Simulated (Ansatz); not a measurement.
Ideal-gas functions of `N/C(F)=C\O` at 298.15 K and 1 bar, from an Ansatz frequency run at PBE0-D4/def2-TZVP.

Molar mass 77.06 g/mol, point group Cs (symmetry number 1), electronic degeneracy 1, moments of inertia 52.686, 126.762, 176.707 u Å². Harmonic wavenumbers (cm⁻¹, unscaled): 248, 254, 338, 453, 485, 605, 605, 805, 906, 930, 1180, 1205, 1208, 1344, 1406, 1647, 1818, 3245, 3517, 3586, 3747.

Use S(trans) = R[1.5 ln M + 2.5 ln T − 1.1517]; rotational temperatures θ = 24.2544 K / I; S(rot) = R[ln(√π/σ · √(T³/θAθBθC)) + 1.5]; for each mode x = 1.438777 ν̃/T, S = R[x/(eˣ − 1) − ln(1 − e⁻ˣ)] and H = RT x/(eˣ − 1); 1 cm⁻¹ = 0.0119627 kJ/mol; R = 8.31446 J/(mol·K).

Task: By hand: the entropy, in J/(mol·K).

Result: Translation 163.0. Rotation: θ = 0.4604, 0.1913, 0.1373 K, giving 106.6. Vibration, mode by mode: 7.30, 7.12, 5.11, 3.29, 2.92, 1.85, 1.85, 0.85, 0.57, 0.52, 0.19, 0.17, 0.17, 0.10, 0.07, 0.03, 0.01, 0.00, 0.00, 0.00, 0.00, in all 32.1. Electronic 0.0. Sum 301.7 J/(mol·K).

Task: By hand: H − E and G − E in kJ/mol, counted from the electronic energy.

Result: Zero-point energy ½ × 29532 × 0.0119627 = 176.6; thermal vibration 6.3; translation, rotation and pV give 4 RT = 9.9. H − E = 192.8 kJ/mol, and G − E = 192.8 − 298.15 × 301.7/1000 = 102.8 kJ/mol.

Vibration gives 11 % of the entropy. The sum counts one conformer and one mirror image; others add a mixing term.
